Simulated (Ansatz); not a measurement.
# B₂H₂O (SMILES BB=O): single points off equilibrium

Aim: energy, forces and dipole at a structure displaced at random from a GFN2-xTB minimum, from CCSD(T) and from density functionals.

Method: single points in def2-TZVPP; program: Ansatz 0.2.0, Gaussian basis.

Correlated methods freeze the cores.

### 1 Where the work starts

SMILES `BB=O`, 5 atoms, charge 0, spin multiplicity 1.

Atoms are counted from 1 here; the program's logs count them from 0.

Bond lengths: B1–B2 1.627 Å, B1–H4 1.182 Å, B1–H5 1.154 Å, B2–O3 1.197 Å. Angles: B2–B1–H4 120.4°, B2–B1–H5 121.7°, H4–B1–H5 117.8°, B1–B2–O3 177.7°.

Coordinates:

```xyz
5

B    -0.3499    0.3877   -0.3835
B     0.5528   -0.5898    0.5522
O     1.2349   -1.2710    1.2626
H    -0.9190   -0.0429   -1.3252
H    -0.4898    1.5056   -0.1355
```

### 2 CCSD(T)/def2-TZVPP

run/in.yaml

```yaml
crystal:
  periodic: [false, false, false]
  atoms:
    - {symbol: B, position_ang: [-0.349900, 0.387700, -0.383500]}
    - {symbol: B, position_ang: [0.552800, -0.589800, 0.552200]}
    - {symbol: O, position_ang: [1.234900, -1.271000, 1.262600]}
    - {symbol: H, position_ang: [-0.919000, -0.042900, -1.325200]}
    - {symbol: H, position_ang: [-0.489800, 1.505600, -0.135500]}
basis:
  gaussian: {orbitals: def2-TZVPP}
correlation: {method: ccsd_t}
output: {forces: true}
```

No record of the launch command was kept for these runs.

### 3 PBE0-D4/def2-TZVPP

run/in.yaml, as its differences from that of step 2:

```diff
@@ -10,3 +10,3 @@
   gaussian: {orbitals: def2-TZVPP}
-correlation: {method: ccsd_t}
-output: {forces: true}
+hamiltonian: {xc: pbe0, dispersion: d4}
+output: {forces: true, orbitals: {seedname: orbitals}}
```

### 4 wB97M-V/def2-TZVPP

run/in.yaml, as its differences from that of step 3:

```diff
@@ -10,3 +10,3 @@
   gaussian: {orbitals: def2-TZVPP}
-hamiltonian: {xc: pbe0, dispersion: d4}
-output: {forces: true, orbitals: {seedname: orbitals}}
+hamiltonian: {xc: {name: wB97M-V}}
+output: {forces: true}
```

### 5 r2SCAN-D4/def2-TZVPP

run/in.yaml, as its differences from that of step 4:

```diff
@@ -10,3 +10,3 @@
   gaussian: {orbitals: def2-TZVPP}
-hamiltonian: {xc: {name: wB97M-V}}
+hamiltonian: {xc: r2scan, dispersion: d4}
 output: {forces: true}
```

### 6 PBE-D4/def2-TZVPP

run/in.yaml, as its differences from that of step 5:

```diff
@@ -10,3 +10,3 @@
   gaussian: {orbitals: def2-TZVPP}
-hamiltonian: {xc: r2scan, dispersion: d4}
+hamiltonian: {xc: pbe, dispersion: d4}
 output: {forces: true}
```

### 7 BLYP-D4/def2-TZVPP

run/in.yaml, as its differences from that of step 6:

```diff
@@ -10,3 +10,3 @@
   gaussian: {orbitals: def2-TZVPP}
-hamiltonian: {xc: pbe, dispersion: d4}
+hamiltonian: {xc: {name: BLYP}, dispersion: d4}
 output: {forces: true}
```

### 8 LC-wPBE/def2-TZVPP

run/in.yaml, as its differences from that of step 7:

```diff
@@ -10,3 +10,3 @@
   gaussian: {orbitals: def2-TZVPP}
-hamiltonian: {xc: {name: BLYP}, dispersion: d4}
+hamiltonian: {xc: {name: LC-wPBE}}
 output: {forces: true}
```

(Steps that only read results are left out.)

**Question.** What will these runs give? Wanted: energy less free atoms, CCSD(T)/def2-TZVPP; RMS force component; RMS force error; HOMO and LUMO, PBE0-D4; T1 diagnostic.

**Answer**, as computed:

| quantity | value |
| --- | --- |
| energy less free atoms, CCSD(T)/def2-TZVPP | -1946.4 kJ/mol |
| RMS force component | 0.360 to 0.622 eV/Å over the methods |
| RMS force error | PBE0-D4 0.311, wB97M-V 0.323, r2SCAN-D4 0.162, PBE-D4 0.241, BLYP-D4 0.202, LC-wPBE 0.435 eV/Å |
| HOMO and LUMO, PBE0-D4 | -10.01 and -3.50 eV |
| T1 diagnostic | 0.019 |

Against CCSD(T) the functionals' energies less atoms differ by -114.0 to -63.0 kJ/mol, PBE-D4 by -114.0 kJ/mol. The reference is not at the basis limit: in triple zeta CCSD(T) underbinds, which counts against methods that bind more; the gaps are no ranking. For forces r2SCAN-D4 does best and LC-wPBE worst. Frozen-core CCSD(T) forces in triple zeta carry basis errors of their own, and this is one geometry, so small gaps rank nothing.
